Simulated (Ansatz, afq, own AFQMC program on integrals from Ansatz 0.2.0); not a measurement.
F, doublet → F⁻, singlet

A free F atom.

E(singlet, charge -1) − E(doublet, charge +0) at this geometry, on UHF and RHF determinants.

Basis aug-cc-pVTZ. Only valence electrons are correlated. AFQMC by an in-house program on the Cholesky factors that Ansatz 0.2.0 writes for its CCSD(T) run. The CISD trial takes its coefficients from CCSD amplitudes. Released means that phaseless walkers are propagated on without the constraint, phases kept. ± is one standard error of the sampling. The errors of all members are added in quadrature.

No full CI on the walks' own integrals is used here; CCSDT(Q) serves as the reference and is uncertain by about the last step of the cluster series. Each member takes its own surest rung, up to full CI.

Errors are counted within aug-cc-pVTZ, not against nature.

Cautions: F (doublet): the ph-AFQMC/HF walk drifts between its halves (2.0 errors); F⁻ (singlet): raised T1 diagnostic (T1 0.021, weight of the determinant 0.94, largest double 0.04).

```csv
level,vertical energy of electron attachment (kcal/mol)
MP2,-83.9
CCSD,-72.7
```

(1) From these cheaper values, estimate the vertical energy of electron attachment at the reference level in aug-cc-pVTZ.

(1) -76.4 kcal/mol (CCSDT(Q) in aug-cc-pVTZ).

| level | vertical energy of electron attachment (kcal/mol) | error against CCSDT(Q) (kcal/mol) |
| --- | --- | --- |
| HF | -27.6 | 48.8 |
| CCSD(T) | -76.4 | 0.0 |
| CCSDT | -76.2 | 0.2 |
| ph-AFQMC/CISD | -76.5 ± 0.1 | -0.1 ± 0.1 |
| released AFQMC | -76.4 ± 0.2 | 0.0 ± 0.2 |

Correlation beyond CCSD(T) changes it by less than 2 meV. The perturbative (T) step is worth −3.7 kcal/mol.

A walk keeps the symmetry of its determinant, which the program's search chose and which needn't be the lowest solution, so a lower state of the same spin and another symmetry isn't excluded. Released energies are given only where the last usable release times agree within the noise; a slower fall can still hide under it.
